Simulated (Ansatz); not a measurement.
Basis-set extrapolation for `C#CCC#N` (PBE0-D4/def2-TZVP geometry, frozen core, the Gaussian-basis code of Ansatz). Multiplicity 1, RHF reference.

```json
{"": "HF", "def2-TZVPP": "-207.666962", "def2-QZVPP": "-207.675309"}
{"": "MP2 correlation", "def2-TZVPP": "-0.797879", "def2-QZVPP": "-0.849654"}
{"": "CCSD(T) correlation", "def2-TZVPP": "-0.855725", "def2-QZVPP": "not run"}
```

Energies in hartree. Use E(X) = E(∞) + A·exp(−7.88·√X) for Hartree–Fock and E(X) = E(∞) + B·X^(−2.97) for correlation, with X = 3 and 4, and add CCSD(T) minus MP2 of the smaller set to the MP2 limit.

Question: What is the CCSD(T) energy at the basis-set limit?

Answer: HF limit: -207.675309 + (-0.008347) × 0.13774 = -207.67646. MP2 limit: -0.849654 + (-0.051775) × 0.74074 = -0.88801. Higher-order term: -0.855725 − (-0.797879) = -0.05785. Total: -208.62232 hartree, 261.6 kJ/mol below CCSD(T)/def2-TZVPP.
